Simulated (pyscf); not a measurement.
This saddle point was located with ωB97X-D3(BJ)/def2-SVP in PySCF.

```xyz
4

O      0.5834     1.1849     0.0734
H      0.2163     0.4846    -0.6038
H      0.6623     0.6901     0.9062
F     -0.2356    -0.4720    -1.3259
```
Charge 0, spin multiplicity 2.

Surface: doublet, charge 0. Lowest wavenumbers (cm⁻¹): 1707i, 400, 947, 1437, 1583.

**Question.** What reaction is this the transition state of?

**Answer.** H₂O (SMILES O) + F• (SMILES [F]) ⇌ OH• (SMILES [OH]) + HF (SMILES F), a hydrogen abstraction read from left to right: H–O broken and F–H formed. At ωB97M-D3(BJ)/def2-TZVP it lies +0.12 eV from the left side and +0.76 eV from the right (each side as separated species at their lowest minima found). On the product side the descent ends in a complex, 0.28 eV under the separated species and 1.02 eV under the saddle at ωB97X-D3(BJ)/def2-TZVP. One saddle was located; it need not be the lowest between these sides. The angle at the transferred H is 173°. Left out: the spin-orbit lowering of F, OH.
